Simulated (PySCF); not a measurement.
From results back to the method.

Compound: vinylcyanoacetylene, C5H3N.
SMILES: `C=CC#CC#N`

The closed-shell ground state was solved 3 times with PySCF (density fitting, gas phase), always with B3LYP, in these basis sets: 6-31G*, def2-TZVP and pcJ-0. Geometry: PBE0-D3(BJ)/def2-SVP; no solvent, vibrations or thermal averaging.

```tsv
row	total energy (Eh)	HOMO (eV)	LUMO (eV)	dipole (D)
P	-246.5580	-7.71	-2.41	4.92
Q	-247.0816	-7.62	-2.54	5.18
R	-246.9776	-7.29	-2.13	5.04
```

Task: Which basis belongs to which row?

Result: P = pcJ-0, Q = def2-TZVP, R = 6-31G*. From the lowest total energy up: def2-TZVP (204 functions) 0 eV; 6-31G* (90 functions) +2.83 eV; pcJ-0 (87 functions) +14.25 eV.

---

From results back to the method.

Phosphorus pentafluoride, PF₅.
SMILES: `FP(F)(F)(F)F`

The closed-shell ground state was solved 3 times with PySCF (density fitting, gas phase), always in the pcSseg-2 basis (223 functions), with these functionals: B3LYP, KT2 and mPW1PW91. Isolated species at its PBE0-D3(BJ)/def2-SVP geometry, gas phase.

| row | total energy (Eh) | HOMO (eV) | LUMO (eV) |
| --- | --- | --- | --- |
| P | -850.1271 | -10.28 | -1.62 |
| Q | -840.9912 | -11.95 | -0.51 |
| R | -840.8650 | -12.32 | -0.10 |

Task: Which functional belongs to which row?

Result: P = KT2, Q = B3LYP, R = mPW1PW91. By rising HOMO–LUMO gap: KT2 (GGA) 8.66 eV; B3LYP (global hybrid, 20 % exact exchange) 11.44 eV; mPW1PW91 (global hybrid, 25 % exact exchange) 12.22 eV. Total energies of different functionals aren't bounds to one another; each is stationary for its own functional.
